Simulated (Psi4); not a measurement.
# NSF3 (thiazyl trifluoride): r2SCAN/def2-SVPD

What is the energy change on altering one bond length of NSF3 (thiazyl trifluoride) at r2SCAN/def2-SVPD? 

The calculation is run with Psi4 1.11.

18 further runs of the same task are left out: 18 that didn't finish. Runs told in other sessions of the task aren't counted.

## 1. The molecule

The species is NSF3 (5 atoms), meant as a singlet with charge 0. As SMILES, `N#S(F)(F)F`. Geometry: relaxed at PBE0-D4/def2-TZVP.

Bond lengths: N1–S2 1.409 Å, S2–F3 1.555 Å, S2–F4 1.555 Å, S2–F5 1.555 Å. Angles: N1–S2–F3 122.6°, N1–S2–F4 122.6°, N1–S2–F5 122.6°, F3–S2–F4 93.7°, F3–S2–F5 93.7°, F4–S2–F5 93.7°.

## 2. The energy at r2SCAN/def2-SVPD

calc.py reads:

```python
import psi4

psi4.set_memory(2200000000)
psi4.set_num_threads(1)
psi4.core.set_output_file('psi4.out', False)

mol = psi4.geometry("""
0 1
N     -0.349630    -0.004150     1.591380
S     -0.047340    -0.000560     0.215490
F      1.023370    -0.939300    -0.408980
F     -1.108620    -0.317610    -0.875740
F      0.482210     1.261610    -0.522150
units angstrom
symmetry c1
""")

psi4.set_options({
    'basis': 'def2-SVPD',
    'puream': True,
    'e_convergence': 1e-09,
    'd_convergence': 1e-08,
    'scf_type': 'pk',
    'dft_radial_points': 99,
    'dft_spherical_points': 590,
})

E, wfn = psi4.energy("r2scan", molecule=mol, return_wfn=True)
psi4.oeprop(wfn, "MULLIKEN_CHARGES", "MAYER_INDICES", "DIPOLE", title="R2SCAN")
print(f'r2scan energy: {E:.10f} Eh')
```

Run with:

```console
$ python calc.py
```

psi4.out (excerpt; [...] marks lines left out):

```text
[...]
  Running in c1 symmetry.
[...]
  Nuclear repulsion =  284.226728899419811
[...]
  Multiplicity = 1
[...]
  Nalpha       = 25
  Nbeta        = 25
[...]
    Number of basis functions: 116
[...]
   @RKS iter   1:  -751.41362697537068    7.77889e-01   7.96008e-03 ADIIS/DIIS
[...]
   @RKS iter  12:  -751.77430724175758   -3.75167e-12   4.39306e-09 DIIS
[...]
    Orbital Energies [Eh]
    ---------------------
    Doubly Occupied:
       1A    -88.848201     2A    -24.600123     3A    -24.600031
       4A    -24.600027     5A    -14.209875     6A     -8.145748
       7A     -6.094914     8A     -6.094914     9A     -6.093320
      10A     -1.326997    11A     -1.236237    12A     -1.236234
      13A     -0.944430    14A     -0.713611    15A     -0.617007
      16A     -0.617006    17A     -0.526813    18A     -0.507237
      19A     -0.507236    20A     -0.461447    21A     -0.461446
      22A     -0.445063    23A     -0.377489    24A     -0.320438
      25A     -0.320437
[...]
  @RKS Final Energy:  -751.77430724175758
   => Energetics <=
    Nuclear Repulsion Energy =            284.2267288994198111
    One-Electron Energy =               -1603.3192253634131248
    Two-Electron Energy =                 631.1335133709077354
    DFT Exchange-Correlation Energy =     -63.8153241486720759
    Empirical Dispersion Energy =           0.0000000000000000
    VV10 Nonlocal Energy =                  0.0000000000000000
    Total Energy =                       -751.7743072417575831
[...]
 Multipole Moments:
 ------------------------------------------------------------------------------------
     Multipole            Electronic (a.u.)      Nuclear  (a.u.)        Total (a.u.)
 ------------------------------------------------------------------------------------
 L = 1.  Multiply by 2.5417464519 to convert [e a0] to [Debye]
 Dipole X            :          0.5072692           -0.3438495            0.1634197
 Dipole Y            :          0.0060389           -0.0040747            0.0019642
 Dipole Z            :         -2.3088956            1.5651108           -0.7437848
 Magnitude           :                                                    0.7615286
[...]
  Mulliken Charges: (a.u.)
   Center  Symbol    Alpha    Beta     Spin     Total
       1     N     3.65301  3.65301  0.00000 -0.30602
       2     S     7.19204  7.19204  0.00000  1.61591
       3     F     4.71832  4.71832  0.00000 -0.43663
       4     F     4.71831  4.71831  0.00000 -0.43663
       5     F     4.71831  4.71831  0.00000 -0.43663
   Total alpha = 25.00000, Total beta = 25.00000, Total charge =  0.00000
  Mayer Bond Indices:
[...]
```

Standard output:

```text
r2scan energy: -751.7743072418 Eh
```

It took 29 s on 1 thread of Intel Xeon 6975P-C (Granite Rapids), shared host; peak memory 0.74 GiB.

## 3. The distorted shape: energy and gradient at r2SCAN/def2-SVPD

calc.py reads:

```python
import psi4

psi4.set_memory('2200 MB')
psi4.set_num_threads(1)
psi4.set_output_file('f3ns.out', False)

geom = psi4.geometry("""
0 1
N     -0.985088    -1.518749     2.476545
S     -0.682798    -1.515159     1.100655
F      0.387912    -2.453899     0.476185
F     -1.744078    -1.832209     0.009425
F      0.482210     1.261610    -0.522150
units angstrom
symmetry c1
""")

psi4.set_options({
    'basis': 'def2-SVPD',
    'puream': True,
    'e_convergence': 1e-09,
    'd_convergence': 1e-06,
    'scf_type': 'pk',
    'dft_radial_points': 99,
    'dft_spherical_points': 590,
    'level_shift': 0.3,
    'level_shift_cutoff': 1e-09,
    'maxiter': 150,
})

E, wfn = psi4.gradient("r2scan", return_wfn=True)
psi4.oeprop(wfn, "WIBERG_LOWDIN_INDICES", "MULLIKEN_CHARGES", "MAYER_INDICES", title="R2SCAN")
print('gradient / Eh bohr^-1')
print(E.np.round(6))
print(f'energy = {wfn.energy():.10f} Eh')
for k, v in sorted(psi4.core.scalar_variables().items()):
    print(f'{k:45s} {v:18.10f}')
```

Run with:

```console
$ python calc.py
```

f3ns.out (excerpt; [...] marks lines left out):

```text
[...]
  Running in c1 symmetry.
[...]
  Nuclear repulsion =  236.845827014018795
[...]
  Multiplicity = 1
[...]
  Nalpha       = 25
  Nbeta        = 25
[...]
    Number of basis functions: 116
[...]
   @RKS iter   1:  -751.04982577787189    6.27838e-01   8.92692e-03 DIIS/ADIIS/SHIFT
[...]
   @RKS iter 104:  -751.62218188314637   -7.17137e-10   9.02392e-07 DIIS/SHIFT
[...]
  @RKS Final Energy:  -751.62218188314637
   => Energetics <=
    Nuclear Repulsion Energy =            236.8458270140187949
    One-Electron Energy =               -1508.7998290802675001
    Two-Electron Energy =                 583.9190124242204547
    DFT Exchange-Correlation Energy =     -63.5871922411181103
    Empirical Dispersion Energy =           0.0000000000000000
    VV10 Nonlocal Energy =                  0.0000000000000000
    Total Energy =                       -751.6221818831463679
[...]
 Multipole Moments:
 ------------------------------------------------------------------------------------
     Multipole            Electronic (a.u.)      Nuclear  (a.u.)        Total (a.u.)
 ------------------------------------------------------------------------------------
 L = 1.  Multiply by 2.5417464519 to convert [e a0] to [Debye]
 Dipole X            :         -0.0561495           -0.6142562           -0.6704056
 Dipole Y            :         -1.2250736           -0.6485826           -1.8736562
 Dipole Z            :         -1.3751572            1.9417754            0.5666182
 Magnitude           :                                                    2.0690788
[...]
  -Total Gradient:
     Atom            X                  Y                   Z
    ------   -----------------  -----------------  -----------------
       1        0.018909241021     0.000479853628    -0.085731378672
       2       -0.024468569888    -0.049792166149     0.045445724713
       3       -0.030033827646     0.025549269177     0.018117649097
       4        0.029133426479     0.008295777804     0.031072193315
       5        0.006299653278     0.015417607551    -0.008239073461
[...]
```

The script printed:

```text
gradient / Eh bohr^-1
[[ 0.018909  0.00048  -0.085731]
 [-0.024469 -0.049792  0.045446]
 [-0.030034  0.025549  0.018118]
 [ 0.029133  0.008296  0.031072]
 [ 0.0063    0.015418 -0.008239]]
energy = -751.6221818831 Eh
CURRENT ENERGY                                   -751.6221818831
CURRENT REFERENCE ENERGY                         -751.6221818831
DD SOLVATION ENERGY                                 0.0000000000
DFT FUNCTIONAL TOTAL ENERGY                      -751.6221818831
DFT TOTAL ENERGY                                 -751.6221818831
DFT VV10 ENERGY                                     0.0000000000
DFT XC ENERGY                                     -63.5871922411
GRID ELECTRONS ALPHA                               24.9999989933
GRID ELECTRONS BETA                                24.9999989933
GRID ELECTRONS TOTAL                               49.9999979866
NUCLEAR REPULSION ENERGY                          236.8458270140
ONE-ELECTRON ENERGY                             -1508.7998290803
PCM POLARIZATION ENERGY                             0.0000000000
PE ENERGY                                           0.0000000000
SCF ITERATION ENERGY                             -751.6221818831
SCF ITERATIONS                                    104.0000000000
SCF TOTAL ENERGY                                 -751.6221818831
TWO-ELECTRON ENERGY                               583.9190124242
XC GRID RADIAL POINTS                              99.0000000000
XC GRID SPHERICAL POINTS                          590.0000000000
XC GRID TOTAL POINTS                           284861.0000000000
```

Run time: 3.1 min. Hardware: 1 thread of Intel Xeon 6975P-C (Granite Rapids), shared host; peak memory 0.74 GiB.

## 4. Summary of results

Level: r2SCAN/def2-SVPD.

| quantity | value |
| --- | --- |
| first shape: total energy | -751.77431 Eh |
| first shape: dipole moment | 1.94 D |
| first shape: HOMO energy | -8.72 eV |
| first shape: LUMO energy | -2.24 eV |
| first shape: HOMO–LUMO gap | 6.48 eV |
| distorted shape: total energy | -751.62218 Eh |
| distorted shape: dipole moment | 5.26 D |
| distorted shape: HOMO energy | -8.00 eV |
| distorted shape: largest force on an atom | 4.515 eV/Å |
| energy change with the S2–F5 bond stretched from 1.555 to 3.421 Å | 4.140 eV |

**Reading.** One bond (distorted shape) is far stretched, which a spin-restricted single reference describes badly; a broken-symmetry solution may lie lower. With the S2–F5 bond stretched from 1.555 to 3.421 Å the energy rises by 4.14 eV (95 kcal/mol). The first shape isn't relaxed at this level, so the change isn't measured from a minimum. A restricted reference can't describe the breaking bond well at this length. Mulliken charges (first shape) run from -0.44 on F3 to +1.62 on S2; in a basis this large or diffuse they mean little.
